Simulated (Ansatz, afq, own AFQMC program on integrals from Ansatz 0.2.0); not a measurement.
## Where AFQMC and coupled cluster stand for AlNH, quartet

```
atom   x (Å)    y (Å)    z (Å)
  Al  0.0000  -0.1047   0.6174
   N  0.0000   0.1075  -1.2897
   H  0.0000   1.3076   1.3949
```

Connectivity, by distances: AlH–N.

Basis cc-pVDZ. Only valence electrons are correlated. Integrals, coupled cluster, full CI and functionals: Ansatz 0.2.0; the random walks run on the same integrals in our own AFQMC program. The CISD trial takes its coefficients from CCSD amplitudes. Released means that phaseless walkers are propagated on without the constraint, phases kept. Free projection: walkers drawn from exp(T), propagated without any constraint. Its projection time is finite, and what remains of the start isn't in its error. Uncertainties: one standard error, sampling alone.

Determinant: UHF, the one that the program's search chose, which needn't be the lowest solution. The geometry is a point of a scan.

No full CI on the walks' own integrals is used here; CCSDT(Q) serves as the reference and is uncertain by about the last step of the cluster series.

Cautions: lower spins were not checked.

The T1 diagnostic is 0.0250, the weight of the determinant in the CISD state is 0.908 and the ⟨S²⟩ of the determinant is 3.772. The size of the correlated space is 9 electrons in 31 orbitals.

Reference: CCSDT(Q), correlation energy -4.770 eV. The released energy is read at 2.40 1/Eh (meV from the phaseless value at times in 1/Eh: -13 ± 10 at 0.24, -24 ± 7 at 0.51, -26 ± 7 at 0.99, -7 ± 8 at 1.62, -10 ± 13 at 2.40).

```tsv
level	E − E(reference) (kJ/mol)	share of correlation (%)
HF	460.3	0.00
MP2	92.6	79.87
CCSD	13.4	97.10
CCSD(T)	3.5	99.24
CCSDT	0.8	99.82
ph-AFQMC/HF	1.7 ± 4.6	99.62
ph-AFQMC/CISD	1.3 ± 0.9	99.71
released AFQMC	0.3 ± 1.2	99.93
free AFQMC	-0.8 ± 1.6	100.17
```

Free projections are given only where their last times agree within the noise and don't stop above the reference; a slow remainder of the start can still hide under it. A walk keeps the symmetry of its determinant, which the program's search chose and which needn't be the lowest solution, so a lower state of the same spin and another symmetry isn't excluded. Released energies are given only where the last usable release times agree within the noise; a slower fall can still hide under it.
